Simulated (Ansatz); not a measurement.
C2H5NO2 can be A, `N/C(O)=C\O`, or B, `COC(=N)O`.

Gas-phase electronic energies from Ansatz, PBE0-D4/def2-TZVP geometries. CBS: MP2 limit from def2 TZ/QZ plus the TZ coupled-cluster correction, frozen cores. Functionals use def2-TZVPP. B3LYP here is the variant with VWN-RPA as its local correlation; programs differ in this. Each species was taken in one conformer, which may not be the lowest.

A:

```xyz
10

N     1.0853    0.3251   -0.6802
C     0.0348    0.2850    0.2520
O     0.0670    1.2719    1.2055
C    -0.8900   -0.6690    0.1573
O    -0.8749   -1.6226   -0.8078
H     1.9874    0.2294   -0.2267
H     1.0913    1.1990   -1.1947
H    -0.6857    1.1694    1.7962
H    -1.7252   -0.7590    0.8414
H    -0.0899   -1.4292   -1.3431
```

B:

Z-matrix (Å, degrees):
```
C
O 1 1.412
H 1 1.094 2 111.2
H 1 1.088 2 106.1 3 -118.8
H 1 1.094 2 111.1 3 122.4
C 2 1.335 1 116.4 3 -61.2
O 6 1.335 2 107.8 1 180.0
N 6 1.264 2 130.6 1 -0.0
H 7 0.965 6 105.5 2 180.0
H 8 1.012 6 113.4 2 -0.0
```

Which is lower in electronic energy at CCSD(T)/CBS, and by how much? (Estimate.)

Ansatz gave: B, by 47.2 kJ/mol.

Give E(B) − E(A) in kJ/mol with PBE-D4, CCSD(T)/def2-TZVPP, HF/def2-TZVPP, B3LYP, LDA (SPW92), ωB97M-V, r2SCAN-D4. (Estimate.)

Ansatz gave: PBE-D4 -45.7, CCSD(T)/def2-TZVPP -53.3, HF/def2-TZVPP -74.8, B3LYP -52.5, LDA (SPW92) -38.8, ωB97M-V -52.5, r2SCAN-D4 -56.9. None reverses the order clearly.

Does the order hold for the free energy at 298.15 K (harmonic terms from PBE0-D4)? (Estimate.)

Ansatz gave: Yes: G(B) − G(A) = -44.6 kJ/mol, for one conformer each.

Largest T1 diagnostic: 0.013.

At CCSD(T), def2-SVP lies −10.0 kJ/mol from the extrapolated value and def2-TZVPP −6.1 kJ/mol. From BLYP to BHLYP (50 % exact exchange), in def2-TZVPP and without D4, E(B) − E(A) moves by −7.6 kJ/mol.
